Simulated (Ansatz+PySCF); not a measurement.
The numbers below are computed, except where a source is named.
## Several solutions for singlet LiH

```yaml
atoms:
  - { symbol: Li, position_ang: [0.0000, 0.0000, -0.9387] }
  - { symbol: H, position_ang: [0.0000, 0.0000, 2.8162] }
```

Basis set: 6-31G (spherical functions). Charge 0, multiplicity 1.

PBE0 (unrestricted) was run from several starts with Ansatz (development build ahead of 0.2.0) and PySCF 2.14.0.

```csv
run,program,start,converged,energy (hartree),<S²>
A,Ansatz,stability test followed,yes,-7.96896,0.84
B,PySCF,program defaults,yes,-7.94977,0.00
C,Ansatz,search for the lowest state,yes,-7.96896,0.84
D,Ansatz,"atomic start, no search",yes,-7.94977,0.00
```

(1) Which runs reached the lowest solution of this kind, and what is wrong with the others?

Results:

(1) A, C reached the lowest solution found. Converged but too high: B by 0.52 eV, D by 0.52 eV. Convergence only shows a stationary point, and even a stable one can lie too high; stability tests and further starts are what find lower ones. Caution: charge can spread falsely over distant fragments. Caution: the unrestricted determinant is a mixture of spin states.
